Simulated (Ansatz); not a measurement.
Born–Oppenheimer molecular dynamics of FH₆NSi (9 atoms, charge 0, multiplicity 1). It starts at the highest image of a converged band. Of that band: Neighbouring images differ by up to 1.5 eV, so the band resolves the path poorly. A vibrational analysis at the climbing image gives one clearly imaginary mode, 884i cm⁻¹: a first-order saddle point.

These are results of Ansatz, RKS PBE/def2-SVP, not measurements.

| Quantity | Value |
| --- | --- |
| ensemble | NVE (velocity Verlet) |
| time step | 0.5 fs |
| steps asked | 200 |
| starting velocities drawn for | 100 K |
| seed | 6305 |

First frame:

```xyz
9
Properties=species:S:1:pos:R:3
Si -0.273 -0.037 -0.044
H 0.173 0.130 1.627
H 1.208 -0.191 -0.331
H -0.631 1.331 -0.539
N -0.859 -1.507 -0.712
H -1.824 -1.823 -0.622
H -0.249 -2.144 -1.223
F -1.881 0.009 1.107
H -0.814 0.102 1.693
```

How far do the bonds stretch over the last three quarters of this one trajectory? (Pairs bonded in most of those frames.)


| bond | mean (Å) | spread (Å) | shortest | longest |
| --- | --- | --- | --- | --- |
| Si1–H3 | 1.513 | 0.022 | 1.47 | 1.55 |
| Si1–H4 | 1.508 | 0.037 | 1.45 | 1.56 |
| Si1–N5 | 1.721 | 0.031 | 1.65 | 1.78 |
| Si1–F8 | 1.683 | 0.119 | 1.50 | 1.93 |
| H2–H9 | 0.773 | 0.016 | 0.76 | 0.86 |
| N5–H6 | 1.023 | 0.008 | 1.01 | 1.04 |
| N5–H7 | 1.021 | 0.007 | 1.01 | 1.04 |

Mean temperature of the second half: 1647 K. The conserved energy stayed within 0.063 meV per atom of its start (net change 0.0099 meV per atom), so the integration is sound. The kinetic energy rose, since the run started high on the potential surface and went downhill. It ends in pieces (FH4NSi + H2), so much of that is their flight and rotation, not heat. A run of 0.1 ps of so small a system gives no equilibrium averages. The orbitals stay closed-shell, which can raise the energy where a bond breaks towards radicals; this wasn't checked here.

The run took 5.5 min on 1 thread of Arm Neoverse V1, on a shared host, peak memory 0.15 GiB.
